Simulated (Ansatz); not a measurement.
System: zinc-blende MgTe (metastable phase). Method: PBEsol in Ansatz (PAW).

Run with plane-wave cutoff 520 eV, 10×10×10 k mesh, scalar-relativistic PAW data made under PBE.

Computed at the level's own relaxed cell.

```xyz
2
Lattice="0.0000 3.2194 3.2194 3.2194 0.0000 3.2194 3.2194 3.2194 0.0000" Properties=species:S:1:pos:R:3 pbc="T T T"
Mg     0.0000     0.0000     0.0000
Te     4.8290     4.8290     4.8290
```

Give the elastic tensor (Voigt notation, GPa, ions relaxed, in the Cartesian axes of the cell as printed).


```
   45.5    31.6    31.6     0.0     0.0     0.0
   31.6    45.5    31.6     0.0     0.0     0.0
   31.6    31.6    45.5     0.0     0.0     0.0
    0.0     0.0     0.0    16.4     0.0     0.0
    0.0     0.0     0.0     0.0    16.4     0.0
    0.0     0.0     0.0     0.0     0.0    16.4
```

Static lattice: no zero-point or thermal effects.

Ansatz is a first-principles code.
